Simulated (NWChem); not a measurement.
## Total energies of Cl (+1)

```xyz
1

Cl     0.0000     0.0000     0.0000
```
Charge +1, spin multiplicity 3.

The numbers come from NWChem runs, not from measurements.

Basis set: cc-pVDZ (18 functions).

```tsv
method	total energy (Ha)
UHF	-459.03696
UMP2	-459.12439
UB2PLYP	-459.53041
UPBE	-459.47379
UB3LYP	-459.67952
Ur2SCAN	-459.62992
```

Total energies of different functionals aren't comparable as a measure of quality: only differences taken within one method are. 

The correlated methods keep 5 core orbitals frozen. B3LYP has NWChem's definition, with VWN1-RPA local correlation. No SCF solution was tested for a lower state. Open-shell Hartree-Fock references start from PBE0 orbitals.
